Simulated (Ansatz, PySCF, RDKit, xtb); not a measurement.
# CH6AlSi+: from the formula to a structure

Only the formula CH6AlSi+ is given (charge +1). Aim: find the structure of lowest free energy at 298.15 K, then its properties.

Plan: many cheap relaxations first (GFN2-xTB), then density-functional screening, relaxation at PBE-D3(BJ)/def2-SVP, vibrations and a final energy. The numbers are computed, not measured.

7 further runs of the same task are left out: 7 set aside as unsound or not needed.

**1. Drawing up candidates**

All bonding patterns within simple valence rules are listed by program: one Lewis structure each, at most two rings and one unusual centre or charged pair. O–O, O–halogen and N–halogen bonds and N–N–N chains are not drawn. That gives 9 candidates.

```csv
label,SMILES,spin
c020,C[SiH2][AlH+],singlet
c076,[AlH+][CH2][SiH3],singlet
c238,C[SiH+][AlH2],singlet
c302,[AlH2][CH2][SiH2+],singlet
c531,[CH3][AlH][SiH2+],singlet
c575,[CH2+][SiH2][AlH2],singlet
c588,[CH2+][AlH][SiH3],singlet
c878,[AlH2][CH+][SiH3],singlet
c913,[CH3][Al+][SiH3],singlet
```

Candidates are built by distance geometry, with a force field where one applies, in up to four conformers (letters a to d). 6 starts with atoms placed at random are added, to find patterns that the rules miss.

**Question.** With final energies at CCSD(T)/def2-TZVP, which structure will this search put lowest in free energy, and by what margin?

| quantity | value |
| --- | --- |
| lowest structure found | [CH3][Al+][SiH3], singlet, C3v |
| next finalist | [H]1[AlH][CH2][SiH2]1 ‡, singlet, 7.4 kcal/mol higher in G |
| share at equilibrium, among the finalists | 100.0 % |
| harmonic wavenumbers, lowest and highest (PBE-D3(BJ)/def2-SVP) | 7 and 3068 cm⁻¹ |
| rotational constants, same geometry | 1.752, 0.07337 cm⁻¹ |
| HOMO energy (PBE0/def2-TZVPD) | -13.08 eV |
| LUMO energy (PBE0/def2-TZVPD) | -7.00 eV |
| HOMO–LUMO gap (PBE0/def2-TZVPD) | 6.08 eV |
| lowest excitation (TD-B3LYP/def2-SVPD) | 4.65 eV (f = 0.010) |
| lowest triplet excitation, same level, Tamm-Dancoff | 4.04 eV |
| vertical ionisation energy | 15.09 eV |
| vertical recombination energy (electron added) | 5.36 eV |
| vertical triplet less singlet | +3.96 eV |

The lowest structure found is `[CH3][Al+][SiH3]`. The margin of 7.4 kcal/mol over the next finalist is beyond the usual error of the last level; it says nothing of structures that weren't ranked. r2SCAN-D4/def2-SVP, PBE-D3(BJ)/def2-SVP, HF/def2-TZVP and MP2/def2-TZVP already put its bonding pattern lowest among the structures in one piece. Lowest found is not proven lowest: the search is finite, and each finalist counts with one conformer. Patterns outside the rules of the enumeration were met only by chance.

‡ marks the bonded skeleton alone, with all bonds drawn single: no Lewis structure was assigned that passes a check against the bond lengths.
